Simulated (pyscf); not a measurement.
## Hydrogen shift: `[CH]=[CH][Br]` [doublet] → `[CH2]=[C][Br]` [doublet]

Gas phase, doublet surface, charge 0. Bonds broken: C1–H3. Bonds formed: C2–H3. Structures and frequencies: ωB97X-D3(BJ)/def2-SVP in PySCF. MP2 and CC: frozen core, UHF for open shells. ΔMP2 is the change of the MP2 total energy from the triple- to the quadruple-zeta basis.

Transition state (Å):

```xyz
5

C      0.4828    -0.1113    -0.1747
C      0.1078     1.0374    -0.6005
H      0.9931     0.8676     0.3992
H     -0.4181     1.7780    -1.2010
Br     0.1932    -1.9926    -0.5108
```

One imaginary mode, 1933i cm⁻¹; descent along it reached the two sides named.

```
bond   change  reactant side (Å)  saddle  product side
-----  ------  -----------------  ------  ------------
C1–H3  breaks              1.094   1.244         2.093
C2–H3   forms              2.132   1.346         1.096
```

Electronic energies relative to the reactant's lowest minimum found (kcal/mol):

```json
[
 {"level": "ωB97X-D3(BJ)/def2-TZVP", "barrier": "46.7", "reaction energy": "-2.8", "reverse barrier": "49.5"},
 {"level": "PBE/def2-TZVP", "barrier": "39.6", "reaction energy": "-3.4", "reverse barrier": "43.0"},
 {"level": "r²SCAN/def2-TZVP", "barrier": "43.9", "reaction energy": "-2.9", "reverse barrier": "46.8"},
 {"level": "B3LYP-D3(BJ)/def2-TZVP", "barrier": "44.7", "reaction energy": "-2.7", "reverse barrier": "47.3"},
 {"level": "PBE0-D3(BJ)/def2-TZVP", "barrier": "44.1", "reaction energy": "-3.0", "reverse barrier": "47.1"},
 {"level": "M06-2X/def2-TZVP", "barrier": "45.6", "reaction energy": "-2.1", "reverse barrier": "47.8"},
 {"level": "ωB97M-D3(BJ)/def2-TZVP", "barrier": "45.2", "reaction energy": "-2.2", "reverse barrier": "47.4"},
 {"level": "HF/def2-TZVP", "barrier": "62.9", "reaction energy": "-1.4", "reverse barrier": "64.3"},
 {"level": "MP2/def2-QZVPP", "barrier": "37.5", "reaction energy": "-2.4", "reverse barrier": "40.0"},
 {"level": "CCSD/def2-TZVPP", "barrier": "48.3", "reaction energy": "-2.3", "reverse barrier": "50.6"},
 {"level": "CCSD(T)/def2-TZVPP", "barrier": "45.9", "reaction energy": "-2.5", "reverse barrier": "48.4"},
 {"level": "CCSD(T)/def2-TZVPP + ΔMP2(QZVPP)", "barrier": "45.4", "reaction energy": "-2.4", "reverse barrier": "47.8"}
]
```

With CCSD(T)/def2-TZVPP + ΔMP2(QZVPP) energies and thermal terms (ideal gas, 1 atm, RRHO with modes under 100 cm⁻¹ raised to 100, one conformer, R ln 2 for chiral ones without a mode under 150 cm⁻¹), in kcal/mol:

```json
[
 {"T (K)": "298", "ΔH‡": "41.9", "ΔG‡": "41.0", "ΔH": "-2.1", "ΔG": "-2.0"},
 {"T (K)": "600", "ΔH‡": "42.1", "ΔG‡": "40.0", "ΔH": "-2.2", "ΔG": "-1.8"},
 {"T (K)": "900", "ΔH‡": "41.9", "ΔG‡": "39.0", "ΔH": "-2.3", "ΔG": "-1.6"},
 {"T (K)": "1200", "ΔH‡": "41.6", "ΔG‡": "38.0", "ΔH": "-2.3", "ΔG": "-1.3"}
]
```

The same reactants have a lower exit, to HC≡CH + Br• (highest point, the separated products, at +7.5 kcal/mol at ωB97M-D3(BJ), against +45.2 kcal/mol here). One saddle was located; it need not be the lowest between these sides. The CCSD(T) − MP2 part came from Ansatz, without density fitting, on the same reference. A UHF reference is spin-contaminated (<S²> up to 0.98), which harms MP2 most. The frozen core leaves the outer d or s,p core shells of the metals and heavy elements correlated in the MP2 and CC values, and def2-TZVPP describes them poorly, which can shift differences by a few kcal/mol. Elements up to Kr have no core potential and no relativistic terms here.
